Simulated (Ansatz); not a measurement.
# C5HN: the cost of one run

Method: the levels named in each step, in Ansatz 0.2.0.

**1. The system as given**

Bond lengths: C1–N2 1.175 Å, N2–C3 1.287 Å, C3–C4 1.214 Å, C4–C5 1.350 Å, C5–C6 1.206 Å, C6–H7 1.048 Å. Angles: C1–N2–C3 180.0°, N2–C3–C4 180.0°, C3–C4–C5 180.0°, C4–C5–C6 180.0°, C5–C6–H7 180.0°.

Coordinates:

```xyz
7

C     0.0000    0.0000   -3.6931
N     0.0000    0.0000   -2.5182
C     0.0000    0.0000   -1.2316
C     0.0000    0.0000   -0.0173
C     0.0000    0.0000    1.3331
C     0.0000    0.0000    2.5394
H     0.0000    0.0000    3.5877
```

**2. A rough first relaxation, PBE-D4/def2-SVP**

Input file input.yaml:

```yaml
crystal:
  periodic: [false, false, false]
  atoms:
    - { symbol: C, position_ang: [0.0, 0.0, -3.69307] }
    - { symbol: "N", position_ang: [0.0, 0.0, -2.51822] }
    - { symbol: C, position_ang: [0.0, 0.0, -1.23158] }
    - { symbol: C, position_ang: [0.0, 0.0, -0.01728] }
    - { symbol: C, position_ang: [0.0, 0.0, 1.3331] }
    - { symbol: C, position_ang: [0.0, 0.0, 2.53936] }
    - { symbol: H, position_ang: [0.0, 0.0, 3.58769] }
basis:
  gaussian: { orbitals: def2-SVP }
hamiltonian:
  xc: pbe
  dispersion: d4
relax:
  f_tol: 0.03
  max_steps: 200
```

Launch:

```bash
ansatz run input.yaml --threads 2 --pin off --max-ram 5120MiB --backend cpu --events-out ev --progress --plain --runs-dir out
```

What time and memory should one allow on 2 threads of AMD EPYC (Zen 3), shared host?

About 5.6 s, with a peak of 0.13 GiB.
